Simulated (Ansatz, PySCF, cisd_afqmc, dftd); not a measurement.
System: C$_{2}$H$_{6}$O, charge 0, singlet. C2H6O (methoxymethane, SMILES COC).
B3LYP-D3(BJ)/def2-TZVP minimum from Ansatz (an electronic-structure program):
```xyz
9

C      0.0048     1.1709    -0.2006
O      0.0068     0.0028     0.5882
C     -0.0092    -1.1727    -0.1892
H      0.0177     2.0231     0.4773
H      0.8882     1.2176    -0.8515
H     -0.8928     1.2283    -0.8310
H     -0.0065    -2.0184     0.4970
H     -0.9074    -1.2256    -0.8191
H      0.8735    -1.2363    -0.8396
```

Wanted: enthalpy of formation at 298 K (by atomisation, with ideal-gas terms from PySCF's Hessian at B3LYP-D3(BJ)/def2-TZVP and the atoms' measured values of the G2/97 table; no spin-orbit terms), in kcal/mol. Open shells are spin-unrestricted; no spin-orbit coupling. Cores are frozen in correlated methods. Rows without X2C or -DK are non-relativistic. The Monte Carlo rows (phaseless AFQMC, CISD trial, step 0.005/hartree) carry one-sigma bars that omit the constraint's bias. Outlying blocks are dropped, and bars are widened where a walk drifts. Over all cases where full CI ran beside it in this data, AFQMC minus full CI had a median of +0.1 mEh and passed +0.4 mEh in a tenth of the cases. CBS(X,Y): correlation extrapolated as X^-3, Hartree-Fock from the larger set. A bracket is a step between two methods taken in the basis named. The functionals are non-relativistic, so their misses hold any scalar relativity. Double hybrids freeze cores in their MP2 part. '+ core + X2C': CCSD(T) terms for core correlation (cc-pwCVTZ) and scalar relativity (cc-pVTZ-DK). Where a partner has so few electrons that a lower coupled-cluster level is exact, that level stands in.

Measured: -44.0 kcal/mol, -184.0 kJ/mol (Active Thermochemical Tables 1.112 (ions: stationary electron), as tabulated in the package chemicals); atomic spin-orbit terms, which the calculations lack, would raise the computed values.

| level | program | enthalpy of formation at 298 K (kcal/mol) | error against that value |
|---|---|---|---|
| PBE-D4/def2-TZVPD | Ansatz + dftd4 | -57.0 | -13.0 |
| r2SCAN/def2-TZVPD | Ansatz | -42.3 | 1.7 |
| B3LYP/def2-TZVPD | Ansatz | -40.3 | 3.7 |
| PBE0/def2-TZVPD | Ansatz | -41.3 | 2.7 |
| r2SCANh/def2-TZVPD | Ansatz | -37.8 | 6.2 |
| B2PLYP-D4/def2-TZVPD | Ansatz + dftd4 | -35.2 | 8.8 |
| B2GP-PLYP/def2-TZVPD | Ansatz | -31.1 | 12.9 |
| MP2/cc-pVDZ | Ansatz | 8.9 | 52.9 |
| CCSD/cc-pVDZ | Ansatz | 20.4 | 64.4 |
| CCSD/cc-pVTZ | Ansatz | -15.7 | 28.3 |
| CCSD(T)/CBS(cc-pVTZ,cc-pVQZ) + core + X2C | Ansatz | -44.7 | -0.7 |
| CCSDT(Q)/cc-pVDZ | Ansatz | 13.4 | 57.4 |
| AFQMC/CISD/cc-pVDZ | cisd_afqmc | 13.2 ± 0.3 | 57.2 |
| CCSD(T)/CBS(cc-pVTZ,cc-pVQZ) + [AFQMC/CISD - CCSD(T)]/cc-pVDZ + core + X2C | Ansatz + cisd_afqmc | -45.5 ± 0.3 | -1.5 |
| CCSD(T)/CBS(cc-pVTZ,cc-pVQZ) + [CCSDT(Q) - CCSD(T)]/cc-pVDZ + core + X2C | Ansatz | -45.2 | -1.2 |
